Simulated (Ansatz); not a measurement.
## AuGe⁺, triplet in def2-SVP: errors against UCCSDT(Q)

Geometry: that of the AuGe⁺, singlet, kept fixed.

```xyz
2

Au    0.0000    0.0000    0.0000
Ge    0.0000    0.0000    2.2950
```

Basis def2-SVP with its core potentials; Ansatz 0.2.0. Correlated methods freeze the noble-gas cores and the filled d shells of p-block atoms, which leaves 14 electrons in 46 orbitals. R marks a restricted (for open shells ROHF) determinant, U an unrestricted one. Active spaces: valence = (14e, 10o) chosen from the atoms' valence shells. No spin–orbit coupling is included; scalar relativity enters through the core potentials alone. The metal's outer-core shells are frozen, which leaves out core–valence correlation.

Full CI isn't at hand for all of this; UCCSDT(Q) serves as the reference, and is uncertain by about the last step of the cluster series. The frozen core follows each run's orbitals, which can shift R against U totals by a few meV for light atoms and by up to 0.1 eV past Ca.

- UHF ⟨S²⟩: 2.031
- T1 diagnostic (RCCSD): 0.0395
- largest doubles amplitude (RCCSD): 0.058
- T1 diagnostic (UCCSD): 0.0292

```json
{"level": "UHF", "E − E(UCCSDT(Q)) (kJ/mol)": "804.1", "share of correlation (%)": "1.87", "wall time": "–"}
{"level": "UMP2", "E − E(UCCSDT(Q)) (kJ/mol)": "24.3", "share of correlation (%)": "97.03", "wall time": "–"}
{"level": "UCCSD", "E − E(UCCSDT(Q)) (kJ/mol)": "23.2", "share of correlation (%)": "97.17", "wall time": "–"}
{"level": "UCCSD(T)", "E − E(UCCSDT(Q)) (kJ/mol)": "2.5", "share of correlation (%)": "99.70", "wall time": "2.1 min"}
{"level": "UCCSDT", "E − E(UCCSDT(Q)) (kJ/mol)": "0.8", "share of correlation (%)": "99.90", "wall time": "–"}
```

The correlation energy at UCCSDT(Q), counted from RHF, is -8.493 eV. That run took 5.4 min on 1 thread of Intel Xeon, shared host.

Run but not shown, since their state or frozen core can't be matched to the reference's or they repeat it: RHF, RMP2, CISD, RCCSD, RCCSD(T), RCCSDT, RCCSDT(Q), CASSCF (valence space), NEVPT2 (valence space), MRCISD (valence space), MRCISD+Q (valence space).

Times hold each run's SCF and search for its determinant on a shared host, so for small cases they say little of a method's own cost; they ran on 1 thread of Intel Xeon.

Natural occupations of CASSCF (valence space) about the gap: 1.986 1.986 1.970 1.003 1.001 0.033 0.027; effectively unpaired electrons, Σ n²(2−n)², 2.01.
